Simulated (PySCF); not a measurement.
# SiH2: PBE0 against B3LYP

Base calculation in PySCF with density fitting and no spin–orbit coupling, PBE0/def2-TZVP (no relativity): singlet, C2v, Si–H 1.526 Å (×2); H–Si–H 91.1°; wavenumbers 1011, 2048, 2051 cm⁻¹; dipole moment 0.17 D, gap between the highest occupied and lowest empty levels 3.77 eV, polar-tensor charge of Si 0.39 e, atomisation energy (no zero-point energy) 616 kJ/mol.

Q: What changes on going to B3LYP/def2-TZVP (no relativity)?

A: The point group stays the same. Changes: mean bond to Si -0.003 Å, smallest bond angle +0.4 degrees, highest wavenumber -15 cm⁻¹, lowest wavenumber +10 cm⁻¹, dipole moment -0.10 D, gap between the highest occupied and lowest empty levels -0.38 eV, polar-tensor charge of Si +0.02 e, atomisation energy (no zero-point energy) +27 kJ/mol. The new structure has Si–H 1.523 Å (×2); H–Si–H 91.5°, with wavenumbers 1021, 2036, 2036 cm⁻¹.

The structures come from searches over a few start shapes, so lower isomers are not excluded.
